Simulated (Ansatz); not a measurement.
System: 2H WSe2. Method: PBE-D4 (Ansatz, an electronic-structure program, PAW).

Run with plane-wave cutoff 520 eV, 12×12×4 k mesh (along the axes of the cell as run), perturbation theory, no spin polarisation, scalar-relativistic PAW data made under PBE.

Computed at the level's own relaxed cell.

**Question.** Predict the electronic dielectric constant ε∞ (mean over three axes) and dielectric constant ε0 (ions relaxed) (mean over three axes).

**Answer.** 
* **electronic dielectric constant ε∞ (mean over three axes)**: 13.0
* **dielectric constant ε0 (ions relaxed) (mean over three axes)**: 13.2

Note: the dispersion coefficients are held fixed in the derivatives.

Spin–orbit coupling is not included.

The result took roughly 80 core-minutes.
